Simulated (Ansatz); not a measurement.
# Crystal structures of niobium under r²SCAN

Level of theory: Ansatz, DFT, r2SCAN, plane waves (500 eV) with PAW, scalar-relativistic. The PAW files were generated under PBE, with cores re-solved for the functional.

Each structure is relaxed within its own symmetry, so a high-lying one may be dynamically unstable.

Task: Rank these structures of niobium by energy per atom, lowest first.
A. dhcp
B. hcp
C. simple cubic
D. bcc
E. A15
F. fcc
G. diamond
H. omega (AlB2-type)

Result: D (0 meV/atom), E (101 meV/atom), H (190 meV/atom), A (298 meV/atom), B (310 meV/atom), F (332 meV/atom), C (1020 meV/atom), G (2673 meV/atom).

| structure | ΔE (meV/atom) | V (Å³/atom) | cell | magnetic state |
| --- | --- | --- | --- | --- |
| bcc | 0 | 18.01 | a = 3.302 Å | spin not included |
| A15 | 101 | 18.52 | a = 5.292 Å | spin not included |
| omega (AlB2-type) | 190 | 18.36 | a = 4.877 Å, c = 2.674 Å (c/a = 0.548) | non-magnetic |
| dhcp | 298 | 18.58 | a = 2.859 Å, c = 10.497 Å (c/a = 3.672) | spin not included |
| hcp | 310 | 18.59 | a = 2.861 Å, c = 5.244 Å (c/a = 1.833) | spin not included |
| fcc | 332 | 18.71 | a = 4.214 Å | non-magnetic |
| simple cubic | 1020 | 19.89 | a = 2.709 Å | spin not included |
| diamond | 2673 | 25.07 | a = 5.854 Å | non-magnetic |

ΔE counts from bcc.

Differences under about 8 meV lie within the error of the k-point mesh.
